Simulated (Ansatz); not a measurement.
**C₄H₁₀S: one species, many methods**

One table from this session's results is given with a row withheld; the runs are named, their logs left out.

The runs use Ansatz 0.2.0, Gaussian basis; functionals in def2-TZVPP, the program's frozen cores in correlated methods.

The runs, in order: PBE-D4, r2SCAN-D4, PBE0-D4, B3LYP-D4, ωB97X-V, ωB97M-V, B2PLYP; CCSD(T)/def2-TZVPP; MP2/def2-QZVPP; extrapolation to the limit.

**The geometry**

The geometry comes from an earlier relaxation with PBE0-D4 in a triple-zeta def2 set; it is a stationary point, not always the lowest conformer.

SMILES `CC(C)CS`, 15 atoms, charge 0, spin multiplicity 1.

Atoms are counted from 1 here; the program's logs count them from 0.

Bond lengths: C1–C2 1.523 Å, C1–H6 1.095 Å, C1–H7 1.093 Å, C1–H8 1.093 Å, C2–C3 1.519 Å, C2–C4 1.525 Å, C2–H9 1.098 Å, C3–H10 1.095 Å, C3–H11 1.091 Å, C3–H12 1.092 Å, C4–S5 1.812 Å, C4–H13 1.092 Å, C4–H14 1.095 Å, S5–H15 1.343 Å. Angles: C2–C1–H6 110.7°, C2–C1–H7 111.7°, C2–C1–H8 111.0°, H6–C1–H7 107.8°, H6–C1–H8 107.6°, H7–C1–H8 107.9°, C1–C2–C3 111.1°, C1–C2–C4 109.4°, C1–C2–H9 108.2°, C3–C2–C4 112.1°, C3–C2–H9 108.4°, C4–C2–H9 107.5°, C2–C3–H10 110.5°, C2–C3–H11 111.3°, C2–C3–H12 110.9°, H10–C3–H11 108.0°, H10–C3–H12 107.7°, H11–C3–H12 108.4° and more.

Set-up of the first run:

Input file in.yaml:

```yaml
crystal:
  periodic: [false, false, false]
  atoms:
    - {symbol: C, position_ang: [0.345812, -0.211416, 1.582893]}
    - {symbol: C, position_ang: [0.095929, -0.322427, 0.084625]}
    - {symbol: C, position_ang: [-1.374233, -0.569219, -0.208640]}
    - {symbol: C, position_ang: [0.616072, 0.930979, -0.610043]}
    - {symbol: S, position_ang: [0.571583, 0.902165, -2.421064]}
    - {symbol: H, position_ang: [-0.201246, 0.637418, 2.005323]}
    - {symbol: H, position_ang: [1.406658, -0.069853, 1.805452]}
    - {symbol: H, position_ang: [0.010126, -1.111780, 2.102882]}
    - {symbol: H, position_ang: [0.673183, -1.174629, -0.296629]}
    - {symbol: H, position_ang: [-1.986454, 0.247165, 0.188781]}
    - {symbol: H, position_ang: [-1.557699, -0.636448, -1.282317]}
    - {symbol: H, position_ang: [-1.714838, -1.496699, 0.257414]}
    - {symbol: H, position_ang: [1.635550, 1.155029, -0.289065]}
    - {symbol: H, position_ang: [0.000166, 1.793509, -0.335503]}
    - {symbol: H, position_ang: [1.479402, -0.073794, -2.584128]}
basis:
  gaussian: {orbitals: def2-TZVPP}
hamiltonian: {xc: pbe, dispersion: d4}
output: {forces: true, orbitals: {seedname: orbitals}}
```

The run is started by

```bash
> ansatz run in.yaml --threads 2 --pin off --events-out ev --progress --plain --max-ram 32768MiB --backend cuda --devices 0, --max-vram 18GiB
```

Steps of the session up to this table: PBE-D4 (GGA); r2SCAN-D4 (meta-GGA); PBE0-D4 (hybrid); B3LYP-D4 (hybrid); ωB97X-V (range-separated); ωB97M-V (range-separated); B2PLYP (double hybrid); CCSD(T) in def2-TZVPP; MP2 in def2-QZVPP.

One of the session's tables, all rows but one given; the rest of the session is left out.

| method | atomisation energy (eV) |
| --- | --- |
| PBE-D4 | 59.960 |
| r2SCAN-D4 | 59.105 |
| PBE0-D4 | 59.348 |
| B3LYP-D4 | 58.979 |
| ωB97X-V | 59.113 |
| ωB97M-V | 59.200 |
| B2PLYP | 58.347 |
| HF/def2-TZVPP | 44.314 |
| MP2/def2-TZVPP | 58.171 |
| CCSD/def2-TZVPP | 57.011 |
| CCSD(T)/def2-TZVPP | 57.722 |
| MP2/CBS | 59.451 |
| CCSD(T)/CBS | ? |

Q: Estimate the row for CCSD(T)/CBS from the others.

**Answer.** atomisation energy (eV): 59.002. In the column «atomisation energy (eV)» it lies between B3LYP-D4 (58.979) and r2SCAN-D4 (59.105).
